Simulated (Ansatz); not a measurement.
# Li₃TaO₄ (I4/mmm)

Theory: Ansatz 0.2.0, DFT r2SCAN, scalar-relativistic, plane waves, PAW.

Plane waves to 500 eV, a k mesh through Γ of 10×10×10 on the computed 8-atom cell and Gaussian smearing (0.02 eV); no spin polarisation.

The structure is relaxed at this level of theory with its symmetry kept. Whether it is the stable form of this composition wasn't checked.

It takes space group I4/mmm (No. 139, tetragonal). Conventional cell: a = 4.088 Å, b = 4.088 Å, c = 8.522 Å, α = 90.00°, β = 90.00°, γ = 90.00°. Around Li (site symmetry 4/mmm) lie 6 O at 2.04 to 2.34 Å. Li (site symmetry -4m2) has 6 O at 2.06 to 2.13 Å as nearest neighbours. Around Ta (site symmetry 4/mmm) lie 6 O at 1.92 to 2.04 Å. Around O (site symmetry mmm) lie 4 Li at 2.04 to 2.13 Å and 2 Ta at 2.04 Å. Around O (site symmetry 4mm) lie 1 Ta at 1.92 Å and 4 Li at 2.06 Å.

| Item | Value |
| --- | --- |
| Volume per atom | 8.90 Å³ |
| Formation energy from the elements' standard states (uncorrected) | -2.651 eV/atom |
| Generalised Kohn–Sham band gap | 2.09 eV, indirect from (-0.099, -0.099, -0.401) to Γ |
| Löwdin character of the top 1 eV of the valence band | O 2p 95 % |
| Löwdin character of the lowest 1 eV of the conduction band | Ta 5d 91 %, O 2p 8 % |
| Electron masses at the edge by Cartesian direction of the standard setting (m_e; degenerate bands sorted by energy; no spin-orbit coupling) | x: 0.34; y: 0.34; z: 14 |
| Hole masses at the edge by Cartesian direction of the standard setting (m_e; degenerate bands sorted by energy; no spin-orbit coupling) | x: 1.2; y: 1.2; z: 5.8 |
| Bader charges (e) | Li (1 in the cell) 0.90, Li (2 in the cell) 0.90, Ta (1 in the cell) 2.97, O (2 in the cell) -1.42, O (2 in the cell) -1.41 |

Spin-orbit coupling is left out, which matters for the bands of heavy elements.

Cost: 8 runs of about 21 core-minutes in all, on AMD EPYC (Zen 3) (shared hosts).